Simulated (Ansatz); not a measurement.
Cs3Ge: from a trial structure to a relaxed crystal

These are results of DFT PBE, scalar-relativistic, plane waves, PAW (Ansatz), not measurements. Cutoff 420 eV, Γ-centred k mesh, Gaussian smearing, no spin polarisation in the final step.

The start puts Cs3Ge on the TiAl3 (D0_22) structure type (I4/mmm, No. 139), with Ge in place of Ti, Cs in place of Al, at a guessed volume.

```
Cs Ge
1.0
    -2.58739    2.58739    5.77961
     2.58739   -2.58739    5.77961
     2.58739    2.58739   -5.77961
Cs Ge
3 1
Cartesian
  0.0000 0.0000 5.7796
  2.5874 0.0000 2.8898
  0.0000 2.5874 2.8898
  0.0000 0.0000 0.0000
```

Steps on the 12×12×12 mesh (4 atoms). 10 of 13 steps are shown, and the free energy counts from the last. Trial steps that were taken back and renewals of the plane-wave basis can be among the rows.

| step | ΔF (meV/atom) | V (Å³/atom) | P (GPa) |
| --- | --- | --- | --- |
| 1 | 179.2 | 38.69 | 3.23 |
| 2 | 99.5 | 42.29 | 1.85 |
| 3 | 52.6 | 46.06 | 0.86 |
| 4 | 31.2 | 49.45 | 0.13 |
| 5 | 26.6 | 50.48 | -0.17 |
| 6 | 23.5 | 48.55 | 0.06 |
| 9 | 11.3 | 48.60 | 0.39 |
| 10 | 4.6 | 49.35 | 0.26 |
| 11 | 0.4 | 50.74 | 0.04 |
| 13 | 0.0 | 50.99 | 0.02 |

A final relaxation ran on a 10×10×10 mesh. The relaxed crystal, I4/mmm (No. 139):

```cif
data_structure
_symmetry_space_group_name_H-M 'I4/mmm'
_symmetry_Int_Tables_number 139
_cell_length_a 6.5863
_cell_length_b 6.5863
_cell_length_c 9.4043
_cell_angle_alpha 90.000
_cell_angle_beta 90.000
_cell_angle_gamma 90.000
_cell_volume 407.95
loop_
_atom_site_label
_atom_site_type_symbol
_atom_site_symmetry_multiplicity
_atom_site_Wyckoff_symbol
_atom_site_fract_x
_atom_site_fract_y
_atom_site_fract_z
_atom_site_occupancy
Cs1 Cs 2 b 0.50000 0.50000 0.00000 1
Cs2 Cs 4 d 0.50000 0.00000 0.25000 1
Ge1 Ge 2 a 0.00000 0.00000 0.00000 1
```

For Cs3Ge, the volume per atom is 50.99 Å³ and the density is 3.84 g/cm³. The energy over the elements is 0.19 eV/atom. The gap on the 10×10×10 mesh is 0 eV (a metal).

Formation energies are uncorrected and refer to the elements' standard structures at the same level.

The final run used a 10×10×10 mesh on its 4-atom cell and 0.10 eV smearing. The k mesh leaves about 4 meV/atom of noise in metals.

A structure relaxed within its symmetry needn't be a true minimum.

Cost: 3 runs of about 7.7 core-minutes in all, on Intel Xeon 6975P-C (Granite Rapids) (shared hosts).